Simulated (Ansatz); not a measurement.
Ansatz (a quantum-chemistry and plane-wave program) input (B97M-V/def2-TZVPD):

Ansatz 0.2 input:
```yaml
crystal:
  periodic: [false, false, false]
  atoms:
    - {symbol: O, position_ang: [-0.03358599, 1.35244432, -0.19132675]}
    - {symbol: C, position_ang: [-0.02298824, 0.02608309, 0.34390833]}
    - {symbol: H, position_ang: [0.79751410, 1.78006367, 0.04092007]}
    - {symbol: H, position_ang: [0.10297798, 0.08688173, 1.44150946]}
    - {symbol: C, position_ang: [-1.33803449, -0.58604795, 0.05002014]}
    - {symbol: C, position_ang: [1.14695488, -0.79080276, -0.21079365]}
    - {symbol: H, position_ang: [1.07992468, -0.84954531, -1.29760345]}
    - {symbol: H, position_ang: [-2.17250250, 0.04060755, -0.22648968]}
    - {symbol: H, position_ang: [2.09977048, -0.32776419, 0.05824743]}
    - {symbol: H, position_ang: [-1.49388676, -1.64185974, 0.21779862]}
    - {symbol: H, position_ang: [1.13929704, -1.80333248, 0.19742255]}
basis:
  gaussian:
    orbitals: def2-TZVPD
hamiltonian:
  xc: {name: B97M-V}
magnetization: {spin_polarized: true, initial_magnetization: 1}
output: {forces: true}
```

End of the output:

```
integrals: 0.12 GiB planned
1063 factors; their error is unknown
mean field: 1.43 GiB planned
mean field evaluation 1: about -5262.3194 eV, gradient 4.7e1 eV
mean field evaluation 2: about -5247.9259 eV, gradient 7.2e1 eV
mean field evaluation 4: about -5271.8570 eV, gradient 4.9e0 eV
mean field evaluation 8: about -5271.9074 eV, gradient 4.8e-1 eV
mean field evaluation 16: about -5271.9081 eV, gradient 6.6e-4 eV
mean field -5271.90807076 eV, -193.7390481730 hartree, gradient 5.3e-5 eV, S^2 0.755004; 0 other end points of the search recorded, 0 dependent functions left out
the calculation of the forces begins
reference -5271.90814443 eV, -193.7390508803 hartree; 17, 16 occupied and 197, 198 virtual orbitals, 1063 factors
Total energy: -5271.90814443 eV, -193.7390508803 hartree
Atom 0 at    -0.033586     1.352444    -0.191327 Å, force     0.054937    -0.159252     0.067762 eV/Å
Atom 1 at    -0.022988     0.026083     0.343908 Å, force     0.029878    -0.070303    -0.101332 eV/Å
Atom 2 at     0.797514     1.780064     0.040920 Å, force    -0.126714    -0.133758    -0.007174 eV/Å
Atom 3 at     0.102978     0.086882     1.441509 Å, force     0.004538     0.001468    -0.082325 eV/Å
Atom 4 at    -1.338034    -0.586048     0.050020 Å, force     0.155423     0.113718     0.008262 eV/Å
Atom 5 at     1.146955    -0.790803    -0.210794 Å, force    -0.135869     0.101977     0.055164 eV/Å
Atom 6 at     1.079925    -0.849545    -1.297603 Å, force     0.005567     0.006474     0.133116 eV/Å
Atom 7 at    -2.172502     0.040608    -0.226490 Å, force     0.104896    -0.079443     0.035473 eV/Å
Atom 8 at     2.099770    -0.327764     0.058247 Å, force    -0.121716    -0.056288    -0.034613 eV/Å
Atom 9 at    -1.493887    -1.641860     0.217799 Å, force     0.031874     0.145060    -0.022200 eV/Å
Atom 10 at     1.139297    -1.803332     0.197423 Å, force    -0.002813     0.130348    -0.052132 eV/Å
Dipole moment:     0.262096    -0.136708     0.184799 e Å
```

It need not be the lowest isomer of its formula.
